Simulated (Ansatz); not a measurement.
# AlSiH (triplet): from Hartree-Fock to the top rungs at scale of all distances = 1.495, 6-31G

How much of the correlation energy of AlSiH (triplet) does each wave-function method recover here?

The runs use Ansatz 0.2.0, Gaussian basis; 6-31G, core rule «outside noble gas», up to 10 orbitals frozen.

To be run: UHF; CCSD(T) on ROHF; CCSD(T) on UHF; BCCD(T) on ROHF; CISD; CCSDT(Q) on ROHF; CCSDT(Q) on UHF; CISDTQ; CCSDTQ on ROHF; CCSDTQ on UHF; CASSCF and MRCISD+Q, 4 electrons in 4 orbitals; CASSCF and NEVPT2, 4 electrons in 4 orbitals; CASSCF and MRCISD+Q, 8 electrons in 9 orbitals; CASSCF and NEVPT2, 8 electrons in 9 orbitals; Full CI.

9 further runs of the same task are left out: 2 for a mislabelled method, 5 that didn't finish, 2 set aside as unsound or not needed.

## Step 1: The system

The geometry derives from a PBE0/def2-TZVP stationary point (not a proven minimum). All distances are scaled together.

3 atoms, charge 0, spin multiplicity 3.

Atoms are counted from 1 here; the program's logs count them from 0.

No contacts short enough for the rule that draws bonds.

## Step 2: UHF

in.yaml

```yaml
crystal:
  periodic: [false, false, false]
  atoms:
    - {symbol: Si, position_ang: [0.000000, 0.000000, -3.122457]}
    - {symbol: Al, position_ang: [0.000000, 0.000000, 0.366076]}
    - {symbol: H, position_ang: [0.000000, 0.000000, 2.756381]}
basis:
  gaussian: {orbitals: 6-31G}
magnetization: {spin_polarized: true, initial_magnetization: 2}
hamiltonian: {xc: hf}
output: {orbitals: {seedname: orbitals}}
```

Started as:

```bash
ansatz run in.yaml --threads 1 --pin off --events-out ev --progress --plain --max-ram 2393MiB
```

Further steps of the session: CCSD(T) on ROHF; CCSD(T) on UHF; BCCD(T) on ROHF; CISD; CCSDT(Q) on ROHF; CCSDT(Q) on UHF; CISDTQ; CCSDTQ on ROHF; CCSDTQ on UHF; CASSCF and MRCISD+Q, 4 electrons in 4 orbitals; CASSCF and NEVPT2, 4 electrons in 4 orbitals; CASSCF and MRCISD+Q, 8 electrons in 9 orbitals; CASSCF and NEVPT2, 8 electrons in 9 orbitals; Full CI.

Q: Predict the results of all the runs planned. Wanted: FCI below the RHF energy; RMP2 from FCI; UMP2 from FCI; RCCSD from FCI; RCCSD(T) from FCI; UCCSD(T) from FCI; RCCSDT(Q) from FCI; UCCSDT(Q) from FCI; NEVPT2 pair from FCI.

**Answer**, as computed:

| quantity | value |
| --- | --- |
| FCI below the RHF energy | -2.4586 eV |
| RMP2 from FCI | +23.39 kcal/mol |
| UMP2 from FCI | +25.41 kcal/mol |
| RCCSD from FCI | +2.10 kcal/mol |
| RCCSD(T) from FCI | +1.02 kcal/mol |
| UCCSD(T) from FCI | +1.00 kcal/mol |
| RCCSDT(Q) from FCI | +0.06 kcal/mol |
| UCCSDT(Q) from FCI | +0.06 kcal/mol |
| NEVPT2 pair from FCI | +16.12 kcal/mol |
| MRCISD+Q pair from FCI | -0.54 kcal/mol |
| NEVPT2 valence from FCI | +5.09 kcal/mol |
| levels within 1 kcal/mol (43 meV) | UCCSD(T), BCCD(T), RCCSDT, UCCSDT, CISDTQ, RCCSDT(Q), UCCSDT(Q), RCCSDTQ, UCCSDTQ, MRCISD+Q pair, MRCISD valence, MRCISD+Q valence |
| T1 diagnostic | 0.040 |
| effectively unpaired electrons | 2.26 |

What this shows: RCCSD(T) lands +1.02 kcal/mol from the yardstick (1.8 % of the correlation energy). MRCISD+Q pair falls below full CI: the +Q correction isn't variational, and the cores differ from full CI's. The occupations show some static correlation. Of the multireference levels listed MRCISD+Q valence comes nearest in total energy (+0.46 kcal/mol), which doesn't show that its space is the better one. These misses are within one basis, not against nature; the frozen cores of restricted and unrestricted runs differ, which can shift their rows.
